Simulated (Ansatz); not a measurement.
Results of LDA (Ansatz, a quantum-chemistry and plane-wave program, PAW) for 1T (CdI2-type) ZrSe2.

Settings: plane-wave cutoff 520 eV, 24×24×12 k mesh (along the axes of the cell as run), Fermi–Dirac smearing 0.05 eV, perturbation theory, scalar-relativistic PAW data made under PBE.

Computed at the level's own relaxed cell.

Harmonic phonon frequencies (cm⁻¹; i marks an imaginary mode; at Γ without the LO shift):

```
q point                         frequencies
-------  ----------------------------------
Γ             0 0 0 117 117 147 147 195 251
M         74 98 103 138 144 170 181 189 258
K        73 129 129 154 154 179 185 227 227
A          29 29 57 121 121 145 145 190 264
```

No imaginary mode appears at these points.

Note: the solid has no gap at this level, which affects its response.
